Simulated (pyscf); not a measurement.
Structures and frequencies: ωB97X-D3(BJ)/def2-SVP in PySCF.

Task: For the elementary gas-phase step H₂O (SMILES O) + HO–SiH(OH)–F (SMILES O[SiH](O)F) -> HO–Si(OH)(OH)–F (SMILES O[Si](O)(O)F) + H₂ (SMILES [H][H]) (singlet surface; H–O, H–Si broken, O–Si, H–H formed), what barrier and reaction energy does ωB97M-D3(BJ)/def2-TZVP give, measured from the separated reactants?

Result: ΔE‡ = 31.4 kcal/mol, ΔE = -23.3 kcal/mol. Zero-point energy shifts the barrier by +0.4 kcal/mol. It is a four-centre exchange, with an imaginary mode of 1327i cm⁻¹. On the reactant side the descent ends in a complex (not fully relaxed), 8.0 kcal/mol under the separated species and 39.9 kcal/mol under the saddle at ωB97X-D3(BJ)/def2-TZVP. One saddle was located; it need not be the lowest between these sides.
